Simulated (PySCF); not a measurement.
Work out the structure from these simulated measurements.

Formula: C5H9F.

| Property | Result |
| --- | --- |
| Polarisability | 64.9 au [CAM-B3LYP/def2-SVPD] |
| NMR, other nuclei | isotropic shieldings of nuclei other than C and H, by class: 417 (1 F) ppm [GIAO HF/pcSseg-2] |
| Couplings | largest of the computed one-bond spin–spin couplings (means over like bonds): 19F–13C -230.8, 13C–1H +161.8, 13C–1H +158.7, 13C–1H +152.6, 13C–1H +134.2 (×3), 13C–1H +132.7 (×3), 13C–13C +79.8, 13C–13C +50.7 Hz [B3LYP/pcJ-1, spin–dipole term left out for some pairs] |
| Triplet | lowest triplet excitation (Tamm–Dancoff): 4.35 eV [TDA CAM-B3LYP/def2-SVPD] |
| XPS | C1s 290.2, C1s 290.3, C1s 290.8, C1s 290.8, C1s 293.0, F1s 692.1 eV [ΔSCF SCAN, pcX-2 on the ionised atom, pcseg-1 elsewhere, spin-free X2C] |
| Dipole | 1.76 D [CAM-B3LYP/def2-SVPD] |
| 13C NMR | chemical shifts (computed TMS as zero) by class: 139.2 (1 C), 136.6 (1 C), 81.8 (1 C), 24.2 (1 C), 18.9 (1 C) ppm [GIAO HF/pcSseg-2] |
| UV, strongest line | among the 10 lowest singlet transitions: S2 at 7.25 eV (171 nm, f = 0.433) [TDDFT CAM-B3LYP/def2-SVPD] |
| Rotational structure | rotational constants A, B, C: 7.462, 1.884, 1.631 GHz [PBE0-D3(BJ)/def2-SVP] |
| UV, first state | lowest singlet excitation: 7.00 eV (177 nm, f = 0.080) [TDDFT CAM-B3LYP/def2-SVPD] |

Electronic properties: PySCF, gas phase, density fitting. Levels stand in brackets. One conformer (not necessarily the lowest) at the PBE0-D3(BJ)/def2-SVP geometry, without solvent, vibrations or thermal averaging. Each NMR value is the plain mean over a class of atoms that symmetry, rotation or inversion makes alike.

Question: Propose a structure and show how it fits.

Answer: Numbering: `[CH3:1]/[CH:2]=[CH:3]/[C@@H:4]([CH3:5])[F:6]`. Its formula, C5H9F, gives 1 degree of unsaturation: 0 rings and 1 π bond in the structure found. 5 carbons fall into 5 classes; from least to most shielded: alkene CH carbon [C3] (139.2 ppm), alkene CH carbon [C2] (136.6 ppm), sp3 C–F carbon [C4] (81.8 ppm), methyl carbon [C5] (24.2 ppm), allylic carbon [C1] (18.9 ppm). The other shieldings belong to: 417 ppm, alkyl fluorine [F6]. The couplings run between: -230.8 Hz, alkyl fluorine [F6] and sp3 C–F carbon [C4]; +161.8 Hz, alkene CH carbon [C2] and its hydrogen; +158.7 Hz, alkene CH carbon [C3] and its hydrogen; +152.6 Hz, sp3 C–F carbon [C4] and its hydrogen; +134.2 Hz, methyl carbon [C5] and its hydrogen (with 2 like pairs); +132.7 Hz, allylic carbon [C1] and its hydrogen (with 2 like pairs); +79.8 Hz, alkene CH carbon [C2] and alkene CH carbon [C3]; +50.7 Hz, alkene CH carbon [C3] and sp3 C–F carbon [C4]. The core levels belong to: C1s 290.2 eV, alkene CH carbon [C3]; C1s 290.3 eV, alkene CH carbon [C2]; C1s 290.8 eV, methyl carbon [C5]; C1s 290.8 eV, allylic carbon [C1]; C1s 293.0 eV, sp3 C–F carbon [C4]; F1s 692.1 eV, alkyl fluorine [F6]. The optimised geometry has point group C1 and is an asymmetric top. Structure: `C/C=C/[C@@H](C)F`. Computed isomers that give other values at the same levels: `CC(C)=CCF` (13C chemical shifts (computed TMS as zero) by class: 148.9 (1 C), 129.9 (1 C), 73.9 (1 C), 26.4 (1 C), 18.1 (1 C) ppm); `CCC1(F)CC1` (13C chemical shifts (computed TMS as zero) by class: 69.3 (1 C), 30.0 (1 C), 12.1 (1 C), 9.3 (2 C) ppm); `C=C[C@H](C)CF` (13C chemical shifts (computed TMS as zero) by class: 153.5 (1 C), 121.7 (1 C), 82.8 (1 C), 40.4 (1 C), 19.8 (1 C) ppm). The assignments are read from this structure; whether some other isomer fits the data as well wasn't checked. The mirror image fits equally.

The values belong to the conformer `[CH3:1]/[CH:2]=[CH:3]/[C@@H:4]([CH3:5])[F:6]`: C2–C3–C4–C5 -119°.
